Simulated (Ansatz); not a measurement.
`COC(C)Cl` + H₂ → `CCCl` + CH₃OH at 500 K and 1 bar (hydrogenolysis of a C–O bond).

Gas-phase electronic energies from Ansatz, PBE0-D4/def2-TZVP geometries. CCSD(T)/CBS adds triple-zeta CCSD(T) − MP2 to the extrapolated MP2 energy (def2 sets, frozen cores). This one scheme is used for every species. Each species was taken in one conformer, which may not be the lowest.

| species | CCSD(T)/CBS energy (Eh) | H − E (kJ/mol) | S (J/(mol·K)) |
| --- | --- | --- | --- |
| `COC(C)Cl` | -653.31493 | 304.4 | 389.4 |
| H₂ | -1.17544 | 41.0 | 145.5 |
| `CCCl` | -538.89655 | 203.1 | 312.5 |
| CH₃OH | -115.61712 | 157.0 | 265.4 |

H − E and S are ideal-gas, rigid-rotor, harmonic terms from PBE0-D4/def2-TZVP, for one conformer and one mirror image of each species. The MP2-based limit puts H₂ 0.8 mEh under its directly extrapolated value; such offsets cancel only in part. 1 Eh = 2625.50 kJ/mol, R = 8.31446 J/(mol·K).

Question: By hand: ΔE, ΔH, ΔS and ΔG.

Answer: ΔE = (-538.89655) + (-115.61712) − (-653.31493) − (-1.17544) = -0.02330 Eh = -61.2 kJ/mol. Δ(H − E) = 203.1 + 157.0 − 304.4 − 41.0 = 14.7, so ΔH = -46.5 kJ/mol. ΔS = 312.5 + 265.4 − 389.4 − 145.5 = 43.0 J/(mol·K). ΔG = -46.5 − 500 × (43.0)/1000 = -68.0 kJ/mol.

Question: By hand: the equilibrium constant, and the temperature at which ΔG would vanish if ΔH and ΔS stayed fixed.

Answer: log₁₀ K = −ΔG/(RT ln 10) = 7.1. ΔH and −TΔS have one sign here, so there is no such temperature.

TΔS isn't small against ΔH here. A doubt of 5 kJ/mol in ΔE shifts log₁₀ K by 0.5 here. Other conformers and mirror images would add mixing entropy, several J/(mol·K) or more a flexible species. These are equilibria of isolated gas molecules and say nothing of rates. Largest T1 diagnostic: 0.011 (customary marks: 0.02 for closed shells, 0.045 for open ones).
